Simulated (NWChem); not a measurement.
**CClF2 (SMILES F[C](F)Cl): levels of theory compared**

We compute a comparison of 3 runs (UB3LYP/pcseg-0, UB3LYP/pcseg-1, UB3LYP/pcseg-2) of CClF2. 

Program for the calculation: NWChem 7.3.0.

**1. The system as given**

The species is CClF2 (4 atoms), meant as a doublet with charge 0. As SMILES, `F[C](F)Cl`. The shape is that of a PBE0-D4/def2-TZVP optimisation.

Bond lengths: F1–C2 1.315 Å, C2–F3 1.315 Å, C2–Cl4 1.719 Å. Angles: F1–C2–F3 110.6°, F1–C2–Cl4 114.1°, F3–C2–Cl4 114.1°.

**2. Energy and forces at UB3LYP/pcseg-0 (run 1)**

File mymol.nw:

```
start mymol
title "CClF2"
memory stack 880 mb heap 220 mb global 1100 mb
charge 0
geometry units angstrom noautosym nocenter noautoz
F      0.026200     0.169300     1.294600
C     -0.230600    -0.190200     0.056400
F      0.573000    -1.160700    -0.318600
Cl    -0.313000     1.121200    -1.052700
end
basis spherical bse
* library pcseg-0
end
dft
xc b3lyp
mult 2
grid fine
convergence energy 1e-08
maxiter 100
mulliken
print low
end
task dft gradient
```

Run with:

```console
nwchem mymol.nw > mymol.out
```

Output:

```text
[...]
 d= 0,ls=0.0,diis     1   -696.5223038721 -8.55D+02  2.51D-02  3.21D-01     0.3
[...]
 d= 0,ls=0.0,diis    11   -696.6824525503 -1.49D-10  1.22D-07  5.51D-11     2.2
[...]
         Total DFT energy =     -696.682452550328
      One electron energy =    -1276.364361209080
           Coulomb energy =      476.089306991438
    Exchange-Corr. energy =      -54.467497291129
 Nuclear repulsion energy =      158.060098958442
[...]
      Total Density - Mulliken Population Analysis
     ---------------------------------------------
    Atom       Charge   Shell Charges
 -----------   ------   -------------------------------------------------------
    1 F    9     9.28   1.98  1.04  0.96  2.44  2.86
    2 C    6     5.49   1.98  0.88  0.27  1.35  1.01
    3 F    9     9.28   1.98  1.04  0.96  2.44  2.86
    4 Cl  17    16.95   2.00  2.00  1.17  0.77  5.88  2.01  3.11
[...]
      <S2> =      0.7515 (Exact =     0.7500)
                         DFT ENERGY GRADIENTS
    atom               coordinates                        gradient
                 x          y          z           x          y          z
   1 F       0.049511   0.319931   2.446439   -0.008463  -0.016797  -0.055819
   2 C      -0.435771  -0.359426   0.106581    0.037605   0.022457  -0.005791
   3 F       1.082813  -2.193405  -0.602067   -0.033709   0.044593   0.018631
   4 Cl     -0.591484   2.118761  -1.989315    0.004568  -0.050253   0.042979
 Task  times  cpu:        2.6s     wall:        2.6s
 Total times  cpu:        2.6s     wall:        2.6s
```

It took 3.3 s on 1 thread of AMD EPYC 9R14 (Zen 4), shared host; peak memory 0.11 GiB.

**3. Energy and gradient at UB3LYP/pcseg-1 (run 2)**

File nw.nw:

```
start nw
title "CClF2 B3LYP"
memory stack 880 mb heap 220 mb global 1100 mb

geometry noautosym nocenter noautoz
   F     0.026200    0.169300    1.294600
   C    -0.230600   -0.190200    0.056400
   F     0.573000   -1.160700   -0.318600
   Cl   -0.313000    1.121200   -1.052700
end

basis "ao basis" spherical bse
   * library pcseg-1
end

dft
   xc b3lyp
   mult 2
   grid fine
   convergence energy 1e-08
   iterations 100
   mulliken
   noprint "final vectors analysis"
end

task dft gradient
```

Run with:

```console
nwchem nw.nw > nw.out
```

Output:

```text
[...]
          Wavefunction type:  spin polarized.
          No. of atoms     :     4
          No. of electrons :    41
[...]
          Charge           :     0
          Spin multiplicity:     2
[...]
          AO basis - number of functions:    60
[...]
              XC Information
              --------------
                         B3LYP Method XC Potential
                     Hartree-Fock (Exact) Exchange  0.200
                        Slater Exchange Functional  0.800 local
                    Becke 1988 Exchange Functional  0.720 non-local
              Lee-Yang-Parr Correlation Functional  0.810
                  VWN I RPA Correlation Functional  0.190 local
[...]
 d= 0,ls=0.0,diis     1   -697.7252067238 -8.56D+02  1.66D-02  3.24D-01     0.7
[...]
 d= 0,ls=0.0,diis    12   -697.8679720068 -2.03D-10  1.06D-07  3.14D-11     6.2
[...]
         Total DFT energy =     -697.867972006800
      One electron energy =    -1278.620049543344
           Coulomb energy =      477.276829743166
    Exchange-Corr. energy =      -54.584851165065
 Nuclear repulsion energy =      158.060098958442
[...]
      <S2> =      0.7521 (Exact =     0.7500)
[...]
  wavefunction    = open shell
                         DFT ENERGY GRADIENTS
    atom               coordinates                        gradient
                 x          y          z           x          y          z
   1 F       0.049511   0.319931   2.446439   -0.002869  -0.004037  -0.012789
   2 C      -0.435771  -0.359426   0.106581    0.011039   0.005881  -0.001124
   3 F       1.082813  -2.193405  -0.602067   -0.008599   0.009889   0.004094
   4 Cl     -0.591484   2.118761  -1.989315    0.000429  -0.011733   0.009819
[...]
```

It took 8.4 s on 1 thread of AMD EPYC 9R14 (Zen 4), shared host; peak memory 0.11 GiB.

**4. Energy and gradient at UB3LYP/pcseg-2 (run 3)**

File cclf2.nw:

```
start cclf2
title "CClF2 B3LYP"
memory stack 880 mb heap 220 mb global 1100 mb
charge 0

geometry units angstroms noautosym nocenter noautoz
   F        0.026200       0.169300       1.294600
   C       -0.230600      -0.190200       0.056400
   F        0.573000      -1.160700      -0.318600
   Cl      -0.313000       1.121200      -1.052700
end

basis spherical bse
   * library pcseg-2
end

dft
   xc b3lyp
   mult 2
   grid fine
   convergence energy 1e-08
   maxiter 100
   mulliken
   noprint "final vectors analysis"
end

task dft gradient
```

Run with:

```console
nwchem cclf2.nw > cclf2.out
```

Output:

```text
[...]
          Wavefunction type:  spin polarized.
          No. of atoms     :     4
          No. of electrons :    41
[...]
          Charge           :     0
          Spin multiplicity:     2
[...]
          AO basis - number of functions:   124
[...]
              XC Information
              --------------
                         B3LYP Method XC Potential
                     Hartree-Fock (Exact) Exchange  0.200
                        Slater Exchange Functional  0.800 local
                    Becke 1988 Exchange Functional  0.720 non-local
              Lee-Yang-Parr Correlation Functional  0.810
                  VWN I RPA Correlation Functional  0.190 local
[...]
 d= 0,ls=0.0,diis     1   -697.9090277252 -8.56D+02  6.46D-03  4.47D-01     3.0
[...]
 d= 0,ls=0.0,diis    12   -698.0603460223 -2.96D-10  7.82D-08  1.29D-10    30.1
[...]
         Total DFT energy =     -698.060346022282
      One electron energy =    -1278.957256616186
           Coulomb energy =      477.436946914005
    Exchange-Corr. energy =      -54.600135278543
 Nuclear repulsion energy =      158.060098958442
[...]
      <S2> =      0.7524 (Exact =     0.7500)
[...]
  wavefunction    = open shell
                         DFT ENERGY GRADIENTS
    atom               coordinates                        gradient
                 x          y          z           x          y          z
   1 F       0.049511   0.319931   2.446439   -0.001613  -0.002003  -0.008669
   2 C      -0.435771  -0.359426   0.106581    0.006109   0.001666   0.000681
   3 F       1.082813  -2.193405  -0.602067   -0.005313   0.006987   0.002228
   4 Cl     -0.591484   2.118761  -1.989315    0.000817  -0.006650   0.005760
[...]
```

Run time: 42 s. Hardware: 1 thread of AMD EPYC 9R14 (Zen 4), shared host; peak memory 0.13 GiB.

**5. The series**

```csv
run,level,energy (Eh),⟨S²⟩,largest force (eV/Å),wall time
1,UB3LYP/pcseg-0,-696.682453,0.751,3.408,3.3 s
2,UB3LYP/pcseg-1,-697.867972,0.752,0.787,8.4 s
3,UB3LYP/pcseg-2,-698.060346,0.752,0.466,42 s
```

**6. Summary of results**

```
                       quantity          value
            run 3: total energy  -698.06035 Eh
           run 3: dipole moment         0.40 D
                    run 3: ⟨S²⟩          0.752
run 3: largest force on an atom     0.466 eV/Å
```

**Reading.** Over the runs the total energy spans 37.494 eV. All runs together took 53 s, the longest 42 s.
